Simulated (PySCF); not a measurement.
**NH₃⁺: doublet, from a trigonal pyramidal start**

The task is one start of a wider search on NH₃⁺: the doublet, from a trigonal pyramidal start. It is relaxed, tested by its Hessian and followed downhill if it is a saddle.

Program: PySCF 2.14.0. Level of theory: PBE0, basis N def2-TZVP, H def2-TZVP, no relativity, density fitting. These are calculated values, not measurements.

### Step 1. The starting structure

4 atoms, charge 1, spin multiplicity 2.

Bond lengths: N1–H2 1.009 Å, N1–H3 1.009 Å, N1–H4 1.009 Å. Angles: H2–N1–H3 99.8°, H2–N1–H4 99.8°, H3–N1–H4 99.7°.

```xyz
4
charge 1 multiplicity 2
N     0.0000    0.0000    0.0000
H     0.8912    0.0000    0.4739
H    -0.4456    0.7718    0.4739
H    -0.4456   -0.7718    0.4739
```

### Step 2. Finding the electronic state

One driver script runs all steps and calls PySCF; scf.py shows how it sets up the SCF of each step. The optimiser is the driver's own. After this first run the driver tries any further starts and a stability analysis.

File scf.py:

```python
from pyscf import gto, scf, dft
mol = gto.M(atom='''
N      0.000000     0.000000     0.000000
H      0.891200     0.000000     0.473900
H     -0.445600     0.771800     0.473900
H     -0.445600    -0.771800     0.473900''',
    basis={'N': 'def2-TZVP', 'H': 'def2-TZVP'},
    charge=1, spin=1)
mf = dft.UKS(mol, xc='PBE0')
mf.grids.atom_grid = (50, 194)
aux = {'N': 'def2-universal-JKFIT', 'H': 'def2-universal-JKFIT'}
mf = mf.density_fit(auxbasis=aux)
mf.conv_tol = 1e-08
mf.diis_space = 10
mf.max_cycle = 60
mf.init_guess = 'minao'
mf.verbose = 4
mf.kernel()
```

Run with:

```sh
$ OMP_NUM_THREADS=2 python axn.py task.json out
```

Further steps of the session: Trigonal pyramidal start, doublet: relaxation; Hessian and properties.

Before running it: what results should come out? Wanted: minimum; geometry; wavenumbers; dipole moment; highest occupied, lowest empty level; polar-tensor charge of N1; zero-point energy; ⟨S²⟩.

The runs gave:

```
                                          quantity                                         value
                                           minimum                                  doublet, D3h
                                          geometry           N–H 1.024 Å (×3); H–N–H 120.0° (×3)
                                wavenumbers (cm⁻¹)  870 (a2''), 1531 (e'), 3370 (a1'), 3546 (e')
                    dipole moment (centre of mass)                                        0.00 D
highest occupied, lowest empty level (either spin)                             -19.93, -12.73 eV
                         polar-tensor charge of N1                                       -0.05 e
                                 zero-point energy                                   86.1 kJ/mol
                               entropy at 298.15 K                               193.0 J/(mol K)
                                              ⟨S²⟩                                         0.754
```

The trigonal pyramidal start (C3v) ends in a minimum of D3h symmetry. The strongest infrared band lies at 3546 cm⁻¹ (e', stretch). Most of the spin sits on N1 (Mulliken spin 1.09, against 1 for the whole molecule). Only this shape and spin were tried, so other structures or states may lie lower.
